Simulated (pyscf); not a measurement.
Single points on ωB97X-D3(BJ)/def2-SVP structures (PySCF, gas phase).

Q: For H₂N–Si(SiH₃)(SiH₃)–SiH₂–F + hydrogen (H₂) → H₂N–Si(SiH₃)(SiH₃)–SiH₃ + hydrogen fluoride (HF), a four-centre exchange (singlet surface; F–Si, H–H broken, H–Si, F–H formed), PBE/def2-TZVP gives ΔE‡ = 2.02 eV and ΔE = +0.99 eV (zero: the separated reactants). In which direction and how far do r²SCAN/def2-TZVP, B3LYP-D3(BJ)/def2-TZVP, ωB97M-D3(BJ)/def2-TZVP move these?

A: r²SCAN: ΔE‡ = 2.20 eV, ΔE = +1.10 eV; B3LYP-D3(BJ): ΔE‡ = 2.32 eV, ΔE = +1.09 eV; ωB97M-D3(BJ): ΔE‡ = 2.29 eV, ΔE = +1.04 eV. PBE's barrier lies under all of them, by 0.18 to 0.30 eV. Its reaction energy lies under all of them, by 0.06 to 0.11 eV. On the product side the descent ends in a complex (not fully relaxed), 0.20 eV under the separated species and 1.47 eV under the saddle at ωB97X-D3(BJ)/def2-TZVP. At the saddle there is also a short H–Si contact that neither side keeps. H₂N–Si(SiH₃)(SiH₃)–SiH₃ lies 0.55 eV over its isomer H₃Si–NH–SiH(SiH₃)–SiH₃ (electronic energy, ωB97M-D3(BJ)/def2-TZVP). This is the saddle that the search found; another between the same sides may lie lower.
